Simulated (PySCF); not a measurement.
A made-up structure of CH$_{2}$MgSi, singlet:

```
atom    x (Å)    y (Å)    z (Å)
  C1  -0.5504  -0.6091  -0.1288
 Si2   0.6685   0.6430   0.1729
 Mg3   0.9181  -1.6413   0.7557
  H4  -1.5270  -0.4959  -0.5993
  H5  -0.1718  -1.5985  -0.0907
```

It is relaxed with PBE-D4/def2-SVP and then PBE0-D4/def2-TZVP (PySCF 2.14 with density fitting (its default auxiliary sets; JK sets also for MP2 and CCSD(T))). Atoms count as bonded within 1.22 times the sum of their covalent radii (H–H: 0.88 Å). The end point is not checked to be a true minimum.

Q: Does its bonding change? (A judgement: the text doesn't fix the answer.)

A: The calculation gives: Yes. Formed: none; broken: C1–Mg3, Mg3–H5.

Where it ends: The first stage lowers the energy by 2.31 eV in 13 steps. It ends as CH₂MgSi ([CH2][Si][Mg]):
```xyz
5
angstrom
C -0.8093 -0.6995 -0.2116
Si 0.4406 0.4541 0.1058
Mg 2.2816 -1.3748 0.9174
H -1.7625 -0.3072 -0.5778
H -0.8277 -1.7793 -0.1122
```

Labels in which every atom is bracketed show which atoms are joined, not bond orders.

For scale, one of the runs: PBE0-D4/def2-TZVP relaxation, 112 basis functions, launched by `OMP_NUM_THREADS=2 python run.py`. The run took 37 s on 2 CPU threads of a Oxide Virtual Turin-like (shared host), with 1.1 GiB of host memory at its peak.
